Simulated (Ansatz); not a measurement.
**Which is lower?**

Two relaxed structures of Si2H5O (charge -1), closed shell (PBE0-D4/def2-TZVPD; forces vanish, vibrations not checked).

A:

```xyz
8
angstrom
O -2.1697 1.0912 -0.2471
Si -0.7644 0.6708 -0.7794
Si 0.5824 -0.5765 0.7513
H -0.6988 -0.2373 -2.0037
H 0.2171 1.7710 -1.1718
H 0.9156 0.1361 2.0333
H 1.9318 -0.9765 0.2072
H -0.0139 -1.8789 1.2101
```

B:

O1  (-1.189, 0.328, -1.667)
Si2  (-1.083, 0.851, -0.001)
Si3  (0.674, -0.542, 0.838)
H4  (-2.089, 0.039, -1.815)
H5  (-0.082, 2.008, -0.175)
H6  (1.145, -0.040, 2.184)
H7  (1.971, -0.748, 0.081)
H8  (0.272, -1.967, 1.144)
(Å)

Program: Ansatz 0.2.0. Basis: def2-TZVPPD. Cores are frozen in the correlated methods. B3LYP uses VWN-RPA correlation.

(1) Which structure is lower at CCSD(T), and by how much? (To be estimated.)

The T1 diagnostic stays at or below 0.017.

## Answers

(1) The calculation gives: A, by 64.1 kJ/mol (electronic energy, against the other). By their contacts, A is Si₂H₅O ([O][SiH2][SiH3]), total charge -1 and B is Si₂H₅O ([OH][SiH][SiH3]), total charge -1.

All methods give the same order:

| method | E(B) − E(A) (kJ/mol) |
| --- | --- |
| PBE-D4 | 58.1 |
| r2SCAN-D4 | 69.2 |
| PBE0-D4 | 56.5 |
| B3LYP-D4 | 65.4 |
| wB97M-V | 58.4 |
| HF | 67.5 |
| MP2 | 76.7 |
| CCSD | 63.1 |
| CCSD(T) | 64.1 |

Labels in which every atom is bracketed show which atoms are joined, not bond orders.

For scale, one of the runs: CCSD(T)/def2-TZVPPD, 221 basis functions, launched by `ansatz run in.yaml --threads 2 --pin off --events-out ev --progress --plain --max-ram 4352MiB`. The run took 60 s on 2 CPU threads of an Intel Xeon Platinum 8259CL (shared host), with 3.2 GiB of host memory at its peak.
